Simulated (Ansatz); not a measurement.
Computed with Ansatz on PBE0-D4/def2-TZVP structures; ΔE is electronic, products minus reactants. CCSD(T)/CBS adds triple-zeta CCSD(T) − MP2 to the extrapolated MP2 energy (def2 sets, frozen cores). This one scheme is used for every species, atoms too. No spin–orbit coupling; open shells (•) take unrestricted orbitals. Spin–orbit coupling would lower the free atoms: a little for C, O. Each species was taken in one conformer, which may not be the lowest.

Consider the atomization: `O=C(O)O` → C• + 2 H• + 3 O•.

`O=C(O)O`:

Cartesian coordinates in Å:
```
O -0.175 -1.258 -0.350
C -0.016 -0.112 -0.031
O -0.900 0.868 -0.198
O 1.074 0.386 0.547
H -1.671 0.468 -0.617
H 1.687 -0.352 0.650
```

```json
{"level": "MP2/def2-TZVPP", "ΔE (eV)": "27.18"}
{"level": "SCS-MP2/def2-TZVPP", "ΔE (eV)": "26.63"}
{"level": "HF/def2-QZVPP", "ΔE (eV)": "17.32"}
{"level": "HF/CBS(def2)", "ΔE (eV)": "17.33"}
```

Q: What does CCSD(T)/CBS give? (Estimate.)

A: The calculation gave: +26.85 eV. The listed levels differ from it by 0.33, -0.22, -9.53, -9.52 eV.

Largest T1 diagnostic among the species: 0.014.

From r2SCAN to r2SCAN0 (25 % exact exchange), in def2-TZVPP and without D4, ΔE moves by −1.01 eV: exact exchange takes away binding that semilocal exchange gives to molecules. In def2-TZVPP, CCSD(T) changes the Hartree–Fock value by +8.70 eV (the triples alone add +0.64 eV) and MP2 by +9.90 eV; breaking electron pairs costs correlation energy, which Hartree–Fock lacks. At CCSD(T), def2-SVP lies −1.59 eV from the extrapolated value and def2-TZVPP −0.87 eV: correlation converges slowly with the basis, and small sets miss more of it in the bonded molecule than in its fragments.

For atomizations the MP2-based limit and the directly extrapolated one differ by several kJ/mol either way, and by 10 to 25 for some Ge, Se and Sn compounds, so smaller differences from it don't rank the levels.
